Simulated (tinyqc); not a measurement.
Worked calculation: Hueckel theory of the pi electrons, for the molecule O=CN=O (SMILES; centres numbered as the heavy atoms are written). Computed by tinyqc, a small Python program that keeps every step. Settings: charge = 0. Command: `OMP_NUM_THREADS=1 python tinyqc.py 23717 23718 out.jsonl` (the two numbers bound the seeds that draw the settings). One thread of a shared host (Intel(R) Xeon(R) Processor @ 2.60GHz), about 0.01 s of CPU time with the checks.

## The Hueckel matrix

Centres:
```
centre,"z_r, pi electrons of the neutral centre",h
1O,1,1.0000
2C,1,0.0000
3N,1,0.5000
4O,1,1.0000
```

Bonds:
```
i,j,k
1,2,1.0000
2,3,1
3,4,1.0000
```

H_rr = alpha + h_r beta, H_rs = k_rs beta for bonded centres.

Hueckel matrix in units of beta (H = alpha + beta A), lower triangle:
```
,1O,2C,3N,4O
1O,1.0000
2C,1.0000,0.0000
3N,0.0000,1.0000,0.5000
4O,0.0000,0.0000,1.0000,1.0000
```

## Orbitals

pi electrons, sum of z_r less the charge = 4

Diagonalise; E = alpha + x beta with beta < 0, so the largest x are filled first; degenerate levels share their electrons. P = sum n_i c_ri c_si; each orbital has its largest coefficient positive (the first on a tie).

x values: 2.1502  1.4486  0.1306  -1.2293

occupations: 2.0000  2.0000  0.0000  0.0000

coefficients:
```
,MO1,MO2,MO3,MO4
1O,0.4038,0.7192,0.4644,-0.3226
2C,0.4644,0.3226,-0.4038,0.7192
3N,0.5948,-0.2519,-0.5172,-0.5615
4O,0.5172,-0.5615,0.5948,0.2519
```

charge and bond-order matrix P, lower triangle:
```
,1O,2C,3N,4O
1O,1.3605
2C,0.8391,0.6395
3N,0.1181,0.3900,0.8345
4O,-0.3900,0.1181,0.8981,1.1655
```

## Energy, charges, bond orders

E = sum n x; q_r = z_r - P_rr; bond order p = P_rs; free valence = sqrt(3) - sum of p over the bonds of the atom.

pi energy = 4 alpha + this times beta = 7.1975

pi charges: 1O -0.3605, 2C 0.3605, 3N 0.1655, 4O -0.1655

Bond orders and lengths from R = 1.517 - 0.180 p (angstrom, C-C alone):
```
bond,p,R
1-2,0.8391,-
2-3,0.3900,-
3-4,0.8981,-
```

free valence of the carbons: 2C 0.5030

gap between the highest filled and the next level = 1.3180 |beta|
